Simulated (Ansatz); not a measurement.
# MgH₂O₂: a rigid scan of the angle Mg2–O1–H4

An exercise on one series of results from a longer session: the logs are not shown, and one member is left open.

The runs use Ansatz 0.2.0, Gaussian basis; single points in def2-TZVPP.

Levels: PBE-D4, r2SCAN-D4, PBE0-D4, B3LYP-D4, wB97M-V, Hartree-Fock, MP2, CCSD, CCSD(T). The scan takes 137.7, 142.2, 146.7, 151.2, 155.7, 160.2, 164.7, 169.2, 173.7°.

Correlated methods freeze the cores. The outer core shell of Li, Na, Mg and K is correlated. B3LYP uses VWN-RPA correlation.

19 further runs of the same task are left out: 19 set aside as unsound or not needed.

## Starting geometry

The minimum, relaxed at PBE0-D4: 5 atoms, charge 0, spin multiplicity 1.

Atoms are counted from 1 here; the program's logs count them from 0.

Bond lengths: O1–Mg2 1.766 Å, O1–H4 0.948 Å, Mg2–O3 1.766 Å, O3–H5 0.948 Å. Angles: Mg2–O1–H4 155.7°, O1–Mg2–O3 179.8°, Mg2–O3–H5 155.7°.

Coordinates:

```
O    -1.6201   -0.0457   -0.6877
Mg    0.0102   -0.0176   -0.0087
O     1.6412    0.0031    0.6691
H    -2.5651   -0.1117   -0.6623
H     2.5838    0.0982    0.6482
```

Energies of the minimum (eV), from earlier single points: PBE-D4 -9567.54229, r2SCAN-D4 -9572.58902, PBE0-D4 -9567.96752, B3LYP-D4 -9576.05249, wB97M-V -9573.77522, CCSD(T) -9561.36999.

At the minimum the angle Mg2–O1–H4 is 155.7°.

Set-up of the first run:

Contents of ccsdt-tzvpp/in.yaml:

```yaml
crystal:
  periodic: [false, false, false]
  atoms:
    - {symbol: O, position_ang: [-1.620119, -0.045704, -0.687734]}
    - {symbol: Mg, position_ang: [-0.276005, -0.091950, 0.457273]}
    - {symbol: O, position_ang: [1.068892, -0.145655, 1.601036]}
    - {symbol: H, position_ang: [-2.565109, -0.111731, -0.662303]}
    - {symbol: H, position_ang: [1.975266, -0.087510, 1.871519]}
basis:
  gaussian: {orbitals: def2-TZVPP}
correlation: {method: ccsd_t}
```

The command line of these runs was not kept.

Steps of the session up to this table: Mg2–O1–H4 = 137.7°; Mg2–O1–H4 = 142.2°; Mg2–O1–H4 = 146.7°; Mg2–O1–H4 = 151.2°; Mg2–O1–H4 = 155.7°; Mg2–O1–H4 = 160.2°; Mg2–O1–H4 = 164.7°; Mg2–O1–H4 = 169.2°; Mg2–O1–H4 = 173.7°.

One of the session's tables, all rows but one given; the rest of the session is left out.

It belongs to the step «The curves». Energies less that of the minimum at the same level (meV):

| angle (°) | PBE-D4 | PBE0-D4 | B3LYP-D4 | wB97M-V | Hartree-Fock |
| --- | --- | --- | --- | --- | --- |
| 137.7 | 6 | 11 | 14 | 18 | 29 |
| 142.2 | 1 | 5 | 7 | 10 | 18 |
| 146.7 | -1 | 2 | 3 | 5 | 10 |
| 151.2 | ? | ? | ? | ? | ? |
| 155.7 (minimum) | 0 | 0 | 0 | 0 | 0 |
| 155.7 | 0 | 0 | 0 | 0 | 0 |
| 160.2 | 2 | 1 | 0 | -1 | -3 |
| 164.7 | 4 | 2 | 1 | -1 | -4 |
| 169.2 | 6 | 3 | 2 | 0 | -5 |
| 173.7 | 8 | 5 | 3 | 1 | -6 |

Estimate the missing values for angle (°) = 151.2.

**Answer.** PBE-D4: -1; PBE0-D4: 0; B3LYP-D4: 1; wB97M-V: 2; Hartree-Fock: 4.
